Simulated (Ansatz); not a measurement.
Results of r²SCAN0 (plane waves, PAW; Ansatz, a quantum-chemistry and plane-wave program) for diamond-structure Si.

Settings: plane-wave cutoff 520 eV, 8×8×8 k mesh, Fermi–Dirac smearing 0.01 eV, scalar-relativistic PAW data made under PBE.

The cell has the measured lattice: a = 5.4300 Å, b = 5.4300 Å, c = 5.4300 Å, α = 90.00°, β = 90.00°, γ = 90.00°.

Problem. What does this level give for the band gap, smallest direct gap on the k points sampled and width of the whole s-p valence band?

Solution. 
- band gap = 1.84 eV (indirect)
- smallest direct gap on the k points sampled = 4.02 eV
- width of the whole s-p valence band = 13.77 eV

Note: cell and atoms aren't relaxed at this level (pressure -0.2 GPa).

The computed numbers hold no vibrational or temperature effects.
